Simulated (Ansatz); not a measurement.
**HCO, doublet: up the ladder of correlation methods**

Program: Ansatz, Gaussian basis, development build; BCCD by scripts on PySCF. Basis STO-3G, 2 core orbitals frozen, nonrelativistic. Perturbation and coupled-cluster methods stand on the Hartree–Fock determinant that coupled cluster favours; RHF here means ROHF, with semicanonical perturbation theory. The state met can differ between shapes. A minimal or small basis: far from the basis limit. The unrestricted determinant is a mixture of spins, so it may stand for another state.

Shape A:

```xyz
3

C     0.0000    0.0000    0.0000
H     0.0000    0.9660   -0.6615
O     0.0000    0.0000    1.1760
```

Shape B. A bond is stretched, to 1.56 times the sum of the covalent radii.

```xyz
3

C     0.0000    0.0000    0.0000
H     0.0000    1.3800   -0.9450
O     0.0000    0.0000    1.1760
```

Shape C:

```xyz
3

C     0.0000    0.0000    0.0000
H     0.0000    0.9200   -0.6300
O     0.0000    0.0000    1.3171
```

Correlation energy of CCSD(T), then each method's total less that of CCSD(T), in eV:

```csv
case,E corr CCSD(T),CCSD,BCCD,BCCD(T),determinant
A RHF,-3.793,+0.124,+0.160,+0.009,–
B RHF,-4.331,+0.248,+0.284,-0.001,–
C RHF,-4.491,+0.200,+0.261,+0.030,–
C UHF,-3.620,+0.056,+0.281,+0.061,⟨S²⟩ = 1.356
```

Give full CI less CCSD(T). Is CCSD(T) good to 1 kcal/mol?

A RHF: -0.036 eV (within); B RHF: -0.045 eV (outside); C RHF: -0.065 eV (outside); C UHF: -0.035 eV (within, spin-contaminated determinant).
